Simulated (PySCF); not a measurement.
Numbering as in the mapped SMILES `[CH3:1][CH2:2][F:3]`; H(Xn) means a hydrogen on atom n.

Computational details: KT3/pcSseg-2 with gauge-including orbitals, coordinates at the PBE0-D3(BJ)/def2-SVP level, in PySCF 2.14.0 with density-fitted response routines (gas phase, a single conformation, one averaged value for each set of equivalent atoms, non-relativistic).

δ = σ(ref) − σ, references computed at the same level: ¹³C (σref 181.31) and ¹H (σref 31.35) against TMS; ¹⁹F (σref 146.91) vs CFCl3.

```json
{"atoms": "C1", "nucleus": "¹³C", "count": "1", "δ (ppm)": "19.1"}
{"atoms": "H(C1)", "nucleus": "¹H", "count": "3", "δ (ppm)": "?"}
{"atoms": "H(C2)", "nucleus": "¹H", "count": "2", "δ (ppm)": "4.50"}
{"atoms": "F3", "nucleus": "¹⁹F", "count": "1", "δ (ppm)": "-244.3"}
{"atoms": "C2", "nucleus": "¹³C", "count": "1", "δ (ppm)": "?"}
```

Q: Estimate the values marked ?.

A: 
- C2: 83.3 ppm, sp3 CH2 bonded to F; pulled downfield by the heteroatom
- H(C1): 1.25 ppm, hydrogen on a methyl carbon

Shifts are as computed, not scaled to solution data. Of 1211 compounds with measured shifts, 218 miss one by over three times the rms of a fit or turn the order of signals round; such compounds aren't used in these exercises. Unscaled 19F shifts against computed CFCl3 carry errors that often reach 10 to 50 ppm.
